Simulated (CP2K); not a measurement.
**HF (hydrogen fluoride) at 3 levels**

We compute a comparison of 3 runs (BLYP-D3(BJ)/DZVP-MOLOPT-SR-GTH, PBE/DZVP-MOLOPT-SR-GTH, PBE0/cc-pVTZ) of HF (hydrogen fluoride). 

The results are computed with CP2K 2026.2.

2 further runs of the same task are left out: 2 that didn't finish.

## 1. Starting point

HF has 2 atoms, charge 0, and is taken as a singlet. SMILES: `F`. The F1–H2 distance was set to 1.058 Å, away from the relaxed value.

Bond lengths: F1–H2 1.058 Å.

## 2. The energy at BLYP-D3(BJ)/DZVP-MOLOPT-SR-GTH (core potential) (run 1)

Input file molecule.xyz:

```xyz
2

F     -0.507038     0.187994    -0.255339
H      0.390000    -0.144600     0.196400
```

Input file molecule.inp:

```
&FORCE_EVAL
 METHOD QS
 &DFT
  BASIS_SET_FILE_NAME BASIS_MOLOPT
  POTENTIAL_FILE_NAME GTH_POTENTIALS
  &QS
   METHOD GPW
   EPS_DEFAULT 1.0E-10
  &END QS
  &MGRID
   CUTOFF 400
   REL_CUTOFF 50
   NGRIDS 4
  &END MGRID
  &POISSON
   PERIODIC NONE
   POISSON_SOLVER MULTIPOLE
  &END POISSON
  &SCF
   SCF_GUESS ATOMIC
   EPS_SCF 1.0E-06
   MAX_SCF 100
   ADDED_MOS 5
   &DIAGONALIZATION
    ALGORITHM STANDARD
   &END DIAGONALIZATION
   &MIXING
    METHOD BROYDEN_MIXING
    ALPHA 0.3
    NBUFFER 4
   &END MIXING
  &END SCF
  &XC
   &XC_FUNCTIONAL BLYP
   &END XC_FUNCTIONAL
   &VDW_POTENTIAL
    POTENTIAL_TYPE PAIR_POTENTIAL
    &PAIR_POTENTIAL
     TYPE DFTD3(BJ)
     PARAMETER_FILE_NAME dftd3.dat
     REFERENCE_FUNCTIONAL BLYP
     R_CUTOFF 15
    &END PAIR_POTENTIAL
   &END VDW_POTENTIAL
  &END XC
  &PRINT
   &MOMENTS
    PERIODIC F
    REFERENCE COM
    MAX_MOMENT 1
   &END MOMENTS
   &MO ON
    ENERGIES T
    OCCUPATION_NUMBERS T
    NDIGITS 6
    &EACH
     QS_SCF 0
    &END EACH
    ADD_LAST NUMERIC
   &END MO
   &HIRSHFELD OFF
   &END HIRSHFELD
  &END PRINT
 &END DFT
 &SUBSYS
  &CELL
   ABC 7.9 7.3 7.5
   PERIODIC NONE
  &END CELL
  &TOPOLOGY
   COORD_FILE_NAME molecule.xyz
   COORD_FILE_FORMAT XYZ
   &CENTER_COORDINATES
   &END CENTER_COORDINATES
  &END TOPOLOGY
  &KIND F
   BASIS_SET DZVP-MOLOPT-SR-GTH-q7
   POTENTIAL GTH-BLYP-q7
  &END KIND
  &KIND H
   BASIS_SET DZVP-MOLOPT-SR-GTH-q1
   POTENTIAL GTH-BLYP-q1
  &END KIND
 &END SUBSYS
&END FORCE_EVAL

&GLOBAL
 PROJECT molecule
 RUN_TYPE ENERGY
 PRINT_LEVEL MEDIUM
&END GLOBAL
```

Launch:

```console
OMP_NUM_THREADS=1 cp2k.psmp molecule.inp > molecule.out
```

Log:

```text
CP2K| version string:                                       CP2K version 2026.2
[...]
 GLOBAL| Method name                                                        CP2K
[...]
 GLOBAL| Run type                                                         ENERGY
[...]
 DFT| Spin restricted Kohn-Sham (RKS) calculation                            RKS
 DFT| Multiplicity                                                             1
[...]
 DFT| Charge                                                                   0
[...]
 FUNCTIONAL| BECKE88:
 FUNCTIONAL| LYP:
[...]
 QS| Method:                                                                 GPW
[...]
 QS| Density cutoff [a.u.]:                                                200.0
[...]
 QS| Relative density cutoff [a.u.]:                                        25.0
[...]
                             - Atoms:                                          2
[...]
                             - Spherical basis functions:                     18
[...]
 Number of electrons:                                                          8
[...]
     1 NoMix/Diag. 0.30E+00    0.4     0.80718614       -24.6524764340 -2.47E+01
[...]
    20 Broy./Diag. 0.30E+00    0.5     0.00000068       -24.8333795714  5.75E-06
  *** SCF run converged in    20 steps ***
[...]
  Overlap energy of the core charge distribution:               0.00000000003005
  Self energy of the core charge distribution:                -66.05055882282444
  Core Hamiltonian energy:                                     18.43873488866041
  Hartree energy:                                              27.73150885799906
  Exchange-correlation energy:                                 -4.95283803399236
  Dispersion energy:                                           -0.00022646123298
  Total energy:                                               -24.83337957136028
[...]
                     Mulliken Population Analysis
 #  Atom  Element  Kind  Atomic population                           Net charge
       1     F        1          7.282733                             -0.282733
       2     H        2          0.717267                              0.282733
 # Total charge                              8.000000                  0.000000
[...]
  Dipole moment [Debye]
    X=  0.1642672E+01 Y= -0.6074741E+00 Z=  0.8287595E+00  Total=      1.9375859
 ENERGY| Total FORCE_EVAL ( QS ) energy [hartree]            -24.833379571360283
[...]
```

Run time: 12 s. Hardware: 1 thread of Arm Neoverse V1, shared host; peak memory 0.6 GiB.

## 3. The energy at PBE/DZVP-MOLOPT-SR-GTH (core potential) (run 2)

Input file gas.inp:

```
&global
   project_name gas
   run_type ENERGY
   print_level MEDIUM
&end
&force_eval
   method QUICKSTEP
   &dft
      basis_set_file_name BASIS_MOLOPT
      potential_file_name GTH_POTENTIALS
      ! Quickstep
      &qs
         method GPW
         eps_default 1.0E-10
      &end
      &mgrid
         cutoff 400
         rel_cutoff 50
         ngrids 4
      &end
      ! isolated system
      &poisson
         periodic NONE
         poisson_solver MULTIPOLE
      &end
      &scf
         scf_guess ATOMIC
         eps_scf 1.0E-06
         max_scf 150
         added_mos 3
         &diagonalization
            algorithm STANDARD
         &end
         &mixing
            method DIRECT_P_MIXING
            alpha 0.4
         &end
      &end
      &xc
         &xc_functional PBE
         &end
      &end
      &print
         &moments
            periodic F
            reference COM
            max_moment 1
         &end
         &mo ON
            energies T
            occupation_numbers T
            ndigits 6
            &each
               qs_scf 0
            &end
            add_last NUMERIC
         &end
         &hirshfeld OFF
         &end
      &end
   &end
   &subsys
      ! vacuum box
      &cell
         abc 7.9 7.3 7.5
         periodic NONE
      &end
      &coord
         F     -0.507038     0.187994    -0.255339
         H      0.390000    -0.144600     0.196400
      &end
      &topology
         &center_coordinates
         &end
      &end
      &kind F
         basis_set DZVP-MOLOPT-SR-GTH-q7
         potential GTH-PBE-q7
      &end
      &kind H
         basis_set DZVP-MOLOPT-SR-GTH-q1
         potential GTH-PBE-q1
      &end
   &end
&end
```

Launch:

```console
OMP_NUM_THREADS=1 cp2k.psmp -i gas.inp > gas.out 2>&1
```

Log:

```text
CP2K| version string:                                       CP2K version 2026.2
[...]
 GLOBAL| Method name                                                        CP2K
[...]
 GLOBAL| Run type                                                         ENERGY
[...]
 DFT| Spin restricted Kohn-Sham (RKS) calculation                            RKS
 DFT| Multiplicity                                                             1
[...]
 DFT| Charge                                                                   0
[...]
 FUNCTIONAL| PBE:
 QS| Method:                                                                 GPW
[...]
 QS| Density cutoff [a.u.]:                                                200.0
[...]
 QS| Relative density cutoff [a.u.]:                                        25.0
[...]
                             - Atoms:                                          2
[...]
                             - Spherical basis functions:                     18
[...]
 Number of electrons:                                                          8
[...]
     1 P_Mix/Diag. 0.40E+00    0.5     0.80400578       -24.6509510609 -2.47E+01
[...]
    11 DIIS/Diag.  0.49E-06    0.6     0.00000017       -24.8325992318 -2.34E-11
  *** SCF run converged in    11 steps ***
[...]
  Overlap energy of the core charge distribution:               0.00000000003418
  Self energy of the core charge distribution:                -65.72290668123225
  Core Hamiltonian energy:                                     18.41216296677140
  Hartree energy:                                              27.43557619800868
  Exchange-correlation energy:                                 -4.95743171533291
  Total energy:                                               -24.83259923175090
[...]
                     Mulliken Population Analysis
 #  Atom  Element  Kind  Atomic population                           Net charge
       1     F        1          7.280506                             -0.280506
       2     H        2          0.719494                              0.280506
 # Total charge                              8.000000                 -0.000000
[...]
  Dipole moment [Debye]
    X=  0.1651404E+01 Y= -0.6129915E+00 Z=  0.8319115E+00  Total=      1.9480688
 ENERGY| Total FORCE_EVAL ( QS ) energy [hartree]            -24.832599231750898
[...]
```

Run time: 6.9 s. Hardware: 1 thread of Arm Neoverse V1, shared host; peak memory 0.42 GiB.

## 4. The energy at PBE0/cc-pVTZ (run 3)

Input file run.inp:

```
&FORCE_EVAL
    METHOD QUICKSTEP
    &DFT
        BASIS_SET_FILE_NAME ./cc_pvtz.basis
        POTENTIAL_FILE_NAME POTENTIAL
        # Quickstep
        &QS
            METHOD GAPW
            EPS_DEFAULT 1.0E-10
        &END
        &MGRID
            CUTOFF 280
            REL_CUTOFF 50
            NGRIDS 4
        &END
        # isolated system
        &POISSON
            PERIODIC NONE
            POISSON_SOLVER MULTIPOLE
        &END
        # SCF settings
        &SCF
            SCF_GUESS ATOMIC
            EPS_SCF 1.0E-07
            MAX_SCF 100
            ADDED_MOS 3
            &DIAGONALIZATION
                ALGORITHM STANDARD
            &END
            &MIXING
                METHOD DIRECT_P_MIXING
                ALPHA 0.4
            &END
        &END
        # exchange and correlation
        &XC
            &XC_FUNCTIONAL
                &HYB_GGA_XC_PBEH
                &END
            &END
            &HF
                FRACTION 0.25
                &SCREENING
                    EPS_SCHWARZ 1.0E-10
                &END
                &MEMORY
                    MAX_MEMORY 1050
                &END
            &END
        &END
        &PRINT
            &MOMENTS
                PERIODIC F
                REFERENCE COM
                MAX_MOMENT 1
            &END
            &MO ON
                ENERGIES T
                OCCUPATION_NUMBERS T
                NDIGITS 6
                &EACH
                    QS_SCF 0
                &END
                ADD_LAST NUMERIC
            &END
            &LOWDIN ON
            &END
            &HIRSHFELD OFF
            &END
        &END
    &END
    # atoms, cell and kinds
    &SUBSYS
        &CELL
            ABC 7.9 7.3 7.5
            PERIODIC NONE
        &END
        &COORD
            F     -0.507038     0.187994    -0.255339
            H      0.390000    -0.144600     0.196400
        &END
        &TOPOLOGY
            &CENTER_COORDINATES
            &END
        &END
        &KIND F
            BASIS_SET cc-pVTZ
            POTENTIAL ALL
            LEBEDEV_GRID 194
            RADIAL_GRID 100
        &END
        &KIND H
            BASIS_SET cc-pVTZ
            POTENTIAL ALL
            LEBEDEV_GRID 194
            RADIAL_GRID 100
        &END
    &END
&END

&GLOBAL
    PROJECT_NAME run
    RUN_TYPE ENERGY
    PRINT_LEVEL MEDIUM
&END
```

Launch:

```console
OMP_NUM_THREADS=1 cp2k.psmp -i run.inp > run.out 2>&1
```

Log:

```text
CP2K| version string:                                       CP2K version 2026.2
[...]
 GLOBAL| Method name                                                        CP2K
[...]
 GLOBAL| Run type                                                         ENERGY
[...]
 DFT| Spin restricted Kohn-Sham (RKS) calculation                            RKS
 DFT| Multiplicity                                                             1
[...]
 DFT| Charge                                                                   0
[...]
 FUNCTIONAL| HYB_GGA_XC_PBEH:
[...]
 QS| Method:                                                                GAPW
[...]
 QS| Density cutoff [a.u.]:                                                140.0
[...]
 QS| Relative density cutoff [a.u.]:                                        25.0
[...]
                             - Atoms:                                          2
[...]
                             - Spherical basis functions:                     44
[...]
 Number of electrons:                                                         10
[...]
     1 P_Mix/Diag. 0.40E+00    1.6     0.87256694      -100.2491636272 -1.00E+02
[...]
    14 DIIS/Diag.  0.64E-07    0.4     0.00000002      -100.3693196888 -4.26E-14
  *** SCF run converged in    14 steps ***
[...]
  Overlap energy of the core charge distribution:               0.00000000006691
  Self energy of the core charge distribution:               -105.97386364366757
  Core Hamiltonian energy:                                     -4.31062702876623
  Hartree energy:                                              24.34287014043468
  Exchange-correlation energy:                                 -3.64332361564199
  Hartree-Fock Exchange energy:                                -2.58592523396953
[...]
                     Mulliken Population Analysis
 #  Atom  Element  Kind  Atomic population                           Net charge
       1     F        1          9.357600                             -0.357600
       2     H        2          0.642400                              0.357600
 # Total charge                             10.000000                 -0.000000
[...]
  Dipole moment [Debye]
    X=  0.1732301E+01 Y= -0.6430404E+00 Z=  0.8730223E+00  Total=      2.0436575
 ENERGY| Total FORCE_EVAL ( QS ) energy [hartree]           -100.369319688781388
[...]
```

Wall time 8.1 s (1 thread of Arm Neoverse V1, shared host); peak memory 0.33 GiB.

## 5. The series

| run | level | core potential | iteration cap | energy (Eh) | dipole moment (D) | HOMO energy (eV) | LUMO energy (eV) | wall time |
| --- | --- | --- | --- | --- | --- | --- | --- | --- |
| 1 | BLYP-D3(BJ)/DZVP-MOLOPT-SR-GTH (core potential) | GTH-BLYP | 100 | -24.833380 | 1.94 | -9.23 | 0.70 | 12 s |
| 2 | PBE/DZVP-MOLOPT-SR-GTH (core potential) | GTH-PBE | 150 | -24.832599 | 1.95 | -9.24 | 0.75 | 6.9 s |
| 3 | PBE0/cc-pVTZ | none | 100 | -100.369320 | 2.04 | -11.11 | 0.05 | 8.1 s |

## 6. Results

| quantity | value |
| --- | --- |
| run 3: total energy | -100.36932 Eh |
| run 3: dipole moment | 2.04 D |
| run 3: HOMO energy | -11.11 eV |
| run 3: LUMO energy | 0.05 eV |
| run 3: HOMO–LUMO gap | 11.17 eV |

What this shows: The dipole moment (its size) runs from 1.94 D (BLYP-D3(BJ)/DZVP-MOLOPT-SR-GTH) to 2.04 D (PBE0/cc-pVTZ). The two ends differ in method and basis and core potential. The HOMO–LUMO gap runs from 9.93 eV (BLYP-D3(BJ)/DZVP-MOLOPT-SR-GTH) to 11.17 eV (PBE0/cc-pVTZ). Totals of different functionals can't be ranked against each other. Some runs of one species differ in core potentials or relativity; totals across that change don't compare. All runs together took 27 s, the longest 12 s.
